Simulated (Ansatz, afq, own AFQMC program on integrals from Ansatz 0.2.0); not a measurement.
AFQMC on a folder of integrals that Ansatz 0.2.0 wrote.

```yaml
crystal:
  periodic: [false, false, false]
  atoms:
    - {symbol: Sc, position_ang: [0.000000, 0.000000, 0.564608]}
    - {symbol: O, position_ang: [0.000000, 0.000000, -1.345392]}
    - {symbol: H, position_ang: [0.000000, 0.783613, -1.913300]}
    - {symbol: H, position_ang: [0.000000, -0.783613, -1.913300]}
basis:
  gaussian: {orbitals: def2-TZVP}
total_charge: 1
magnetization: {spin_polarized: false}
correlation: {method: ccsd_t, electrons: outside_noble_gas, hamiltonian_folder: ham}
```

```sh
$ ansatz run in.yaml --threads 1 --pin off --events-out ev --progress --plain --max-ram 15360MiB --backend cuda --devices 0, --max-vram 18GiB
```

Options of the walk:

```
--method phaseless --trial cisd --walkers 4000 --populations 20 --least-time 60 --time-step 0.005 --steps-per-block 50 --equilibration-blocks 40 --max-blocks 4000 --target-error 0.00019 --factor-cut 1e-05 --seed 625 --release-times 0.24,0.6,1.2,2,3,4.2 --release-step 0.04 --release-every 3 --taylor-order 6
```

Times are imaginary, in 1/Eh. The walk had a cap of 302 s. With eight or more populations the least sampling time is a fifth of least-time, and the error comes from their spread.

afq prints:

```
orbitals 78  electrons 5 5  factors 620 of 743
reference energy -835.57678857 Eh
CCSD correlation -0.30149783 Eh in 21 cycles, weight of the determinant in the CISD state 0.8547
energy of the start -835.878291 Eh
 block  time / (1/Eh)  mean weight  energy / Eh
     1     0.250  1.0002  -835.877390
     2     0.500  0.9998  -835.881109
     3     0.750  0.9998  -835.882132
     4     1.000  0.9999  -835.883413
     5     1.250  1.0000  -835.884657
     8     2.000  0.9999  -835.885628
    11     2.750  0.9996  -835.885752
    26     6.500  1.0002  -835.887413
    31     7.750  1.0003  -835.886707
    41    10.250  0.9999  -835.888171
    56    14.000  1.0004  -835.887313
    71    17.750  1.0002  -835.888634
    86    21.500  1.0002  -835.888153
   101    25.250  1.0003  -835.888938
   116    29.000  0.9996  -835.889210
   131    32.750  0.9992  -835.888637
   146    36.500  0.9998  -835.887974
   161    40.250  1.0000  -835.889184
   176    44.000  0.9999  -835.888674
   191    47.750  1.0005  -835.889364
   206    51.500  1.0005  -835.887331
   211    52.750  1.0004  -835.890243
   216    54.000  0.9998  -835.888449
error from the spread of 20 populations
released: time / (1/Eh)  energy / Eh  error  mean overlap
  0.24  -835.888013  0.000146  0.9969
  0.60  -835.888026  0.000150  0.9927
  1.20  -835.888079  0.000164  0.9857
  2.00  -835.887917  0.000290  0.9758
  3.00  -835.888151  0.000524  0.9586
  4.20  -835.887776  0.000811  0.9368
energy -835.888077 +/- 0.000130 Eh
(rows thinned)
```

The run passed its tests (sampling time, drift between the halves within three errors, error under three times the target), which doesn't prove that it has relaxed, ending at its cap on processor time.

Against this walk (error 3.5 meV) on the same determinant: CCSD(T) 21.1 meV higher, CCSDT(Q) 0.6 meV higher (within the noise). The error is statistical and leaves out the bias of the constraint. Released to 2.00 1/Eh the energy moves by 4 ± 9 meV (both errors), within twice the noise.

Cautions: constraint bias not in the error; no relativity below Rb; outer-core shells of the metal frozen; higher spins were not checked; restricted determinant unstable towards unrestricted (UHF 781 meV lower, ⟨S²⟩ 1.00); CCSDT(Q) on the UHF determinant differs (168 meV lower), perhaps since the unrestricted series falls towards higher spin.

The walk took 9.6 min on 1 × NVIDIA H100 80GB HBM3 with 2 threads of AMD EPYC 7R13 Processor (Zen 3), on a shared host (the card was shared). The log's last line is the phaseless energy.

CCSDT and higher add their correlation energy to the determinant of the CCSD(T) run, since their own runs factorise the integrals more tightly (a shift of under 2 meV). A walk keeps the symmetry of its determinant, which the program's search chose and which needn't be the lowest solution, so a lower state of the same spin and another symmetry isn't excluded.
